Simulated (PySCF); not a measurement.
Stepwise substitution at one centre (B F-SH). Isolated molecules, 0 K electronic values unless said otherwise. One relaxed conformer stands for each flexible species; it need not be the lowest. Strings in code marks are SMILES.

Quantity: redistribution energy (mixed species minus the weighted end members), in eV.

Level 1: B3LYP/3-21G // B3LYP-D3(BJ)/def2-TZVP (PySCF)
Level 2: PBE/6-31G* // B3LYP-D3(BJ)/def2-TZVP (PySCF)
Level 3: SVWN5/6-31G* // B3LYP-D3(BJ)/def2-TZVP (PySCF)
Level 4: HF/3-21G // B3LYP-D3(BJ)/def2-TZVP (PySCF)

```csv
species,level 1,level 2,level 3,level 4
1 of 3 F replaced by SH: `FB(F)S` (F–B–S–H torsion 0°),-0.042,0.025,0.041,0.090
"2 of 3 F replaced by SH: `FB(S)S` (S–B–S–H torsion -180°, S–B–S–H torsion 180°)",-0.056,0.063,0.080,0.091
```
